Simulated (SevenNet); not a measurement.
**Chalcopyrite CuGaSe2**

All values below come from the machine-learned potential SevenNet-l3i5 (trained on PBE and PBE+U data).

Cell (relaxed at this level):

Space group I-42d (No. 122); a = b = 5.667 Å, c = 11.255 Å, α = β = γ = 90.00°

```csv
atom,site,symmetry,x,y,z
Ga,4b,-4..,0.0000,0.0000,0.5000
Cu,4a,-4..,0.0000,0.0000,0.0000
Se,8d,.2.,0.2442,0.2500,0.1250
```
(The calculation used a cell of 8 atoms; values per cell refer to that cell.)

| Quantity | Result |
|---|---|
| equilibrium lattice constant a | 5.667 Å |
| lattice parameter c | 11.255 Å |

Measured, for comparison: lattice constant a 5.619 Å (293 K, not corrected to a static lattice, our sources range from 5.596 to 5.619; as tabulated in Souilah et al., J. Solid State Chem. 183, 2274 (2010), by the Crystallography …); lattice parameter c 11.026 Å (293 K, not corrected to a static lattice; as tabulated in Souilah et al., J. Solid State Chem. 183, 2274 (2010), by the Crystallography …). Computed (rounded) less measured: lattice constant a +0.9 % (+0.9 % to +1.3 % over the range), lattice parameter c +2.1 %.

A machine-learned potential is trained on density-functional data: it inherits that level's misses and adds fitting errors of its own.
